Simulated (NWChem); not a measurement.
Basis-set convergence for fluoromethane (CH3F)

SMILES: CF
```xyz
5

C      0.6140    -0.1116     0.0000
F     -0.7404     0.1346     0.0000
H      0.8999    -0.6941     0.9041
H      0.8999    -0.6941    -0.9041
H      1.1799     0.8466     0.0000
```
Charge 0, spin multiplicity 1.

All runs are NWChem calculations. All single points use one geometry, from PBE/def2-SVP, a minimum by its harmonic frequencies.

Quantity: LUMO energy at the level B3LYP.

B3LYP has NWChem's definition, with VWN1-RPA local correlation. The Pople sets run with spherical d functions.

| basis | functions | LUMO energy (eV) |
|---|---|---|
| STO-3G | 13 | 9.09 |
| 6-31G* | 34 | 2.84 |
| pcseg-1 | 43 | ___ |
| 6-311++G** | 65 | -0.23 |
| def2-SVPD | 67 | 0.51 |
| cc-pVTZ | 102 | 1.09 |
| pcseg-2 | 102 | 0.43 |
| def2-TZVPP | 104 | ___ |
| def2-TZVPD | 104 | 0.16 |
| aug-cc-pVTZ | 161 | ___ |

**Question.** What belongs in the gaps?

**Answer.** 
- pcseg-1, LUMO energy (eV): 1.32
- def2-TZVPP, LUMO energy (eV): 1.22
- aug-cc-pVTZ, LUMO energy (eV): -0.28
